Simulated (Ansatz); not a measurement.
# C3H4: single points off equilibrium

An exercise on one series of results from a longer session: the logs are not shown, and one member is left open.

Computed with Ansatz 0.2.0, Gaussian basis. Level: single points in def2-TZVPP.

Cores are frozen in the correlated methods.

### Starting geometry

7 atoms, charge 0, spin multiplicity 1.

Atoms are counted from 1 here; the program's logs count them from 0.

Bond lengths: C1–C2 1.087 Å, C1–H5 0.876 Å, C2–C3 1.158 Å, C3–H6 1.085 Å. Angles: C2–C1–H5 140.0°, C1–C2–C3 163.6°, C2–C3–H6 142.9°.

Coordinates:

```
C    -0.7997    0.4615   -0.5873
C     0.0211    0.2028    0.0772
C     0.9610   -0.2885    0.5433
H    -2.1756   -0.3870   -0.5969
H    -0.9979    1.0395   -1.2155
H     1.7981   -0.9419    0.3186
H     1.2787    0.1069    1.8550
```

Set-up of the first run:

Input file run/in.yaml:

```yaml
crystal:
  periodic: [false, false, false]
  atoms:
    - {symbol: C, position_ang: [-0.799700, 0.461500, -0.587300]}
    - {symbol: C, position_ang: [0.021100, 0.202800, 0.077200]}
    - {symbol: C, position_ang: [0.961000, -0.288500, 0.543300]}
    - {symbol: H, position_ang: [-2.175600, -0.387000, -0.596900]}
    - {symbol: H, position_ang: [-0.997900, 1.039500, -1.215500]}
    - {symbol: H, position_ang: [1.798100, -0.941900, 0.318600]}
    - {symbol: H, position_ang: [1.278700, 0.106900, 1.855000]}
basis:
  gaussian: {orbitals: def2-TZVPP}
correlation: {method: ccsd_t}
output: {forces: true}
```

The command line of these runs was not kept.

Among the steps run: CCSD(T)/def2-TZVPP; PBE0-D4/def2-TZVPP; wB97M-V/def2-TZVPP; r2SCAN-D4/def2-TZVPP; PBE-D4/def2-TZVPP; revPBE-D4/def2-TZVPP; LC-wPBE/def2-TZVPP.

One of the session's tables, all rows but one given; the rest of the session is left out.

| method | RMS force component (eV/Å) | angle to CCSD(T) forces (°) | dipole (D) |
| --- | --- | --- | --- |
| CCSD(T) | 7.469 | reference | 0.68 |
| PBE0-D4 | ? | ? | ? |
| wB97M-V | 7.395 | 1.9 | 0.70 |
| r2SCAN-D4 | 7.208 | 1.6 | 0.73 |
| PBE-D4 | 7.236 | 1.7 | 0.68 |
| revPBE-D4 | 7.278 | 1.6 | 0.71 |
| LC-wPBE | 7.476 | 3.1 | 0.61 |

Estimate the missing values for PBE0-D4.

As computed: RMS force component (eV/Å): 7.304; angle to CCSD(T) forces (°): 2.0; dipole (D): 0.67. In the column «RMS force component (eV/Å)» it lies between revPBE-D4 (7.278) and wB97M-V (7.395).
